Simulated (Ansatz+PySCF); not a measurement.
The numbers below are computed, except where a source is named.
Input for PySCF 2.14.0:

```python
from pyscf import gto, scf, mp

# the (T+d) and (D+d) sets load through basis_set_exchange
mol = gto.M(atom="""
Si -0.469280 0.000000 0.602800
H -0.335800 0.000000 -1.295810
H 0.437980 0.000000 -1.151260
H 0.183550 -1.285610 0.922140
H 0.183550 1.285610 0.922140
""", basis={'H': 'cc-pvtz', 'Si': 'cc-pv(t+d)z'}, charge=1, spin=1)
mf = scf.UHF(mol)
mf.kernel()
pt = mp.MP2(mf, frozen=5).run()
print(mf.e_tot, pt.e_corr, pt.e_tot)
```

The script is written out from the run's settings.

Results

```
Converged                       : yes
Reference energy                : -290.89061 hartree
Correlation energy              : -0.11488 hartree
Total energy                    : -291.00549 hartree
Spin squared of the determinant : 0.754
```

Caution: the charge can sit on one fragment and break the point group.
